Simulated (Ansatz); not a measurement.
`[N]=O` radical: measurement beside calculation (Ansatz, PBE0-D4/def2-TZVP geometry).

Bond lengths: N1–O2 1.140 Å.

Measured: 0.15872 ± 2e-05 D (permanent electric dipole moment, X 2Pi). Source: Terahertz spectroscopy of N$^{18}$O and isotopic invariant fit of several nitric oxide isotopologs, 2014 (arxiv:1412.4974).

```csv
functional (def2-TZVPP),dipole (D),error (D)
PBE,0.25,0.09
r2SCAN,0.18,0.02
B3LYP,0.14,-0.01
ωB97M-V,0.14,-0.02
```

The measured dipole is a vibrational average; the computed one belongs to the fixed geometry.

Measured: 1876 cm⁻¹ (N-O stretch fundamental, infrared, literature). Source: Elucidating NOx Surface Chemistry at the Anatase (101) Surface in TiO2 Nanoparticles, 2022 (pmc:9841571).

Harmonic PBE0-D4 wavenumbers (cm⁻¹, unscaled): 2031. Fundamentals include anharmonicity and usually lie a few per cent under these; harmonic values from spectra compare directly.

Enthalpy of formation at 298 K: 21.6 kcal/mol (zero for an element's reference state; older measured values of the G2 set, as listed by Staroverov and co-workers, J. Chem. Phys. 119, 12129, 2003). With their computed zero-point and thermal terms and the atoms' enthalpies of Curtiss and co-workers (1997) it gives an electronic atomization energy of 152.7 kcal/mol.

```
             level  atomization (kcal/mol)  error  error per bond
       LDA (SPW92)                   198.8   46.0            46.0
            PBE-D4                   171.9   19.2            19.2
         revPBE-D4                   163.4   10.6            10.6
           BLYP-D4                   166.4   13.7            13.7
         r2SCAN-D4                   152.1   -0.6            -0.6
            B97M-V                   150.8   -1.9            -1.9
           PBE0-D4                   153.4    0.7             0.7
          B3LYP-D4                   155.3    2.6             2.6
        r2SCANh-D4                   146.5   -6.2            -6.2
        r2SCAN0-D4                   138.3  -14.4           -14.4
          HSE06-D4                   153.7    1.0             1.0
          BHLYP-D4                   132.7  -20.0           -20.0
      CAM-B3LYP-D4                   155.3    2.6             2.6
           ωB97X-V                   157.1    4.4             4.4
           ωB97M-V                   154.6    1.9             1.9
            B2PLYP                   153.2    0.5             0.5
          PBE-QIDH                   145.6   -7.1            -7.1
               PBE                   171.7   19.0            19.0
            revPBE                   162.5    9.8             9.8
              BLYP                   166.0   13.3            13.3
            r2SCAN                   152.0   -0.7            -0.7
              PBE0                   153.2    0.5             0.5
             B3LYP                   154.9    2.2             2.2
           r2SCANh                   146.4   -6.3            -6.3
           r2SCAN0                   138.2  -14.5           -14.5
             HSE06                   153.6    0.9             0.9
             BHLYP                   132.5  -20.2           -20.2
         CAM-B3LYP                   155.2    2.5             2.5
           LC-ωPBE                   156.8    4.1             4.1
RPA@PBE/def2-TZVPP                   142.0  -10.7           -10.7
     HF/def2-TZVPP                    53.8  -98.9           -98.9
    MP2/def2-TZVPP                   152.2   -0.5            -0.5
SCS-MP2/def2-TZVPP                   150.5   -2.2            -2.2
   CCSD/def2-TZVPP                   135.2  -17.6           -17.6
CCSD(T)/def2-TZVPP                   143.2   -9.5            -9.5
     HF/def2-QZVPP                    54.3  -98.4           -98.4
    MP2/def2-QZVPP                   157.0    4.3             4.3
SCS-MP2/def2-QZVPP                   156.2    3.4             3.4
   CCSD/def2-QZVPP                   139.3  -13.4           -13.4
CCSD(T)/def2-QZVPP                   147.9   -4.9            -4.9
      HF/CBS(def2)                    54.4  -98.3           -98.3
     MP2/CBS(def2)                   160.2    7.5             7.5
    CCSD/CBS(def2)                   142.1  -10.6           -10.6
 CCSD(T)/CBS(def2)                   151.0   -1.7            -1.7
```

Functionals use def2-TZVPP; B3LYP here is the variant with VWN-RPA as its local correlation; programs differ in this. The calculations leave out spin–orbit coupling, scalar relativity and, for the correlated methods, core correlation; together these are worth up to about 1 kcal/mol a heavy atom. HSE06 is defined as in plane-wave codes. CBS extrapolates def2-TZVPP and def2-QZVPP. T1 = 0.024.
